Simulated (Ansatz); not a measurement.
# Which isomer of CH3FS gives these data?

These gas-phase data were calculated for one isomer of CH3FS at B3LYP/6-31G* (harmonic, unscaled wavenumbers; equilibrium rotational constants with average atomic masses):

```
rotational constants            : 20.64, 8.046, 6.013 GHz
all wavenumbers above 1500 cm⁻¹ : 3154, 3139, 3056, 1516
dipole moment                   : 2.33 D (PBE0/def2-TZVPD)
```

Candidates:

(1) `CSF`, a singlet
(2) `FCS`, a singlet

Q: Assign the data to one candidate and say why.

A: Candidate (1). No mode falls between 2500 and 2800 cm⁻¹, where the S–H stretch of (2) would stand.

The same quantities for all candidates:

```
     rotational constants (GHz)  wavenumbers above 1500 cm⁻¹  dipole (D)  E above the lowest, B3LYP/6-31G* (kcal/mol)
(1)         20.64, 8.046, 6.013       3154, 3139, 3056, 1516        2.33                                         10.6
(2)         36.78, 5.359, 4.965       3141, 3080, 2682, 1517        1.52                                          0.0
```

Each candidate is one conformer. Programs: Ansatz 0.2.0.
